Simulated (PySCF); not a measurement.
## How far each method lies from full CI for HNB, quartet

Geometry: a PBE0/def2-TZVP stationary point for this spin, not checked as a minimum.

```xyz
3

B     0.0000    0.0798    0.8638
N     0.0000   -0.1176   -0.5879
H     0.0000    0.7790   -1.0947
```

Basis 6-31G; PySCF 2.14.0. Correlated methods freeze the noble-gas cores, which leaves 9 electrons in 18 orbitals. R marks a restricted (for open shells ROHF) determinant, U an unrestricted one.

Full CI is exact within this basis and frozen core; it isn't the basis-set limit. The frozen core follows each run's orbitals, which can shift R against U totals by a few meV.

```
UHF ⟨S²⟩                          : 3.754
T1 diagnostic (ROHF- or RHF-based CCSD)             : 0.0240
largest doubles amplitude (ROHF- or RHF-based CCSD) : 0.049
T1 diagnostic (UCCSD)             : 0.0221
```

```tsv
level	E − E(RHF) (eV)
RMP2	-2.8003
UMP2	-2.8047
RCCSD	-3.2881
UCCSD	-3.2891
RCCSD(T)	-3.3572
UCCSD(T)	-3.3577
```

Question: Estimate how far full CI in 6-31G lies from RCCSD(T). The table doesn't fix it; the size of (T) and the diagnostics are the guide.

Answer: Full CI in 6-31G lies 2.3 kJ/mol below RCCSD(T), which is 35 % of the (T) step (-6.7 kJ/mol). The diagnostics give no warning, yet the rest is a sizeable part of (T).

The other levels:

```csv
level,E − E(full CI) (kJ/mol),share of correlation (%),wall time
RCCSDT,0.7,99.78,16 s
UCCSDT,0.7,99.80,16 s
```

The correlation energy at full CI, counted from RHF, is -3.381 eV. The search over symmetries took 24 min on 1 thread of Arm Neoverse N1, shared host; the state has 7,588,672 determinants.

Run but not shown, since their state, orbitals or frozen core can't be matched to the reference's or they repeat it: UHF.

Times are those of the correlated step on a shared host, with one SCF added for the restricted CCSD run; they ran on 1 thread of Arm Neoverse N1.

The full-CI state has the irrep A'' of Cs, in the program's axes.

Natural occupations of full CI about the gap: 1.980 1.963 1.955 0.996 0.994 0.992 0.030 0.029 0.025 0.014; effectively unpaired electrons, Σ n²(2−n)², 3.02.
